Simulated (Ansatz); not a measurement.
**How the smallest direct gap on the k points sampled of rock-salt PbS moves with the method**

No measured value is used here.

| level (code) | value (eV) | cell (Å³/atom) |
|---|---|---|
| LDA (Ansatz) | 0.24 | 26.15 |
| PBE-D3(BJ) (Ansatz) | 0.36 | 26.12 |
| HSE06+SOC (Ansatz) | 0.29 | 26.15 |
| Hartree–Fock (Ansatz) | 5.23 | 26.15 |

Computed values are for a static lattice. Levels without +SOC have no spin–orbit coupling; where heavier elements are present it shifts gaps, mostly down, and can invert bands.  Values are at the measured cell; PBE-D3(BJ) at the level's own equilibrium cell. Cutoffs and k meshes differ between the levels. Ansatz's density-functional and Hartree–Fock values are scalar-relativistic unless marked +SOC, with PAW data made under PBE.

Ansatz is a first-principles code.
